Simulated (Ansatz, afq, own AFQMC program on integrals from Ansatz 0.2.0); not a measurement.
Where AFQMC and coupled cluster stand for NH2Cl, triplet

```yaml
atoms:
  - { symbol: Cl, position_ang: [-0.8088, 0.0197, 0.0000] }
  - { symbol: H, position_ang: [0.7092, 0.0197, 0.0000] }
  - { symbol: N, position_ang: [1.8442, 0.0197, 0.0000] }
  - { symbol: H, position_ang: [2.1132, -0.9846, 0.0000] }
```

Connectivity, by distances: Cl ··· NH, 1 bridging H.

Basis cc-pVTZ. Noble-gas cores (and the filled d shells of Ga–Kr and In–Xe) are frozen. Ansatz 0.2.0 and our own AFQMC program on the same integrals; the CISD trial comes from CCSD amplitudes, and released means the phaseless constraint is let go. Error bars are statistical, one sigma.

Determinant: UHF, the one that the program's search chose, which needn't be the lowest solution. The geometry is a point of a scan.

No full CI on the walks' own integrals is used here. The released AFQMC energy serves as the reference, which it does only where one determinant dominates, the energy is flat over the last release times and near the phaseless one (40 meV or 2 meV an electron, half that with transition metals). On small molecules, where full CI could be run and the noise was under 10 meV, such values lay within 10 meV of it in 19 cases of 20, a flattering rate, since the rule was set on those same cases; what remains of the bias isn't in the error bar.

Cautions: lower spins were not checked; unrestricted determinant slightly spin contaminated (⟨S²⟩ 2.05 against 2.00); the released value is read at 2.40 1/Eh with a noise of 11 meV, more than in the cases checked (meV from the phaseless value at times in 1/Eh: -11 ± 6 at 0.24, -18 ± 7 at 0.51, -18 ± 5 at 0.99, -40 ± 7 at 1.62, -31 ± 11 at 2.40).

* T1 diagnostic: 0.0173
* weight of the determinant in the CISD state: 0.863
* ⟨S²⟩ of the determinant: 2.054
* size of the correlated space: 14 electrons in 86 orbitals

Reference: AFQMC with the constraint released, correlation energy -11.361 ± 0.011 eV.

| level | E − E(reference) (kcal/mol) | share of correlation (%) |
| --- | --- | --- |
| HF | 261.99 ± 0.26 | 0.00 |
| MP2 | 34.05 ± 0.26 | 87.00 |
| CCSD | 10.64 ± 0.26 | 95.94 |
| CCSD(T) | 1.16 ± 0.26 | 99.56 |
| ph-AFQMC/CISD | 0.71 ± 0.29 | 99.73 |

A walk keeps the symmetry of its determinant, which the program's search chose and which needn't be the lowest solution, so a lower state of the same spin and another symmetry isn't excluded. Released energies are given only where the last usable release times agree within the noise; a slower fall can still hide under it.
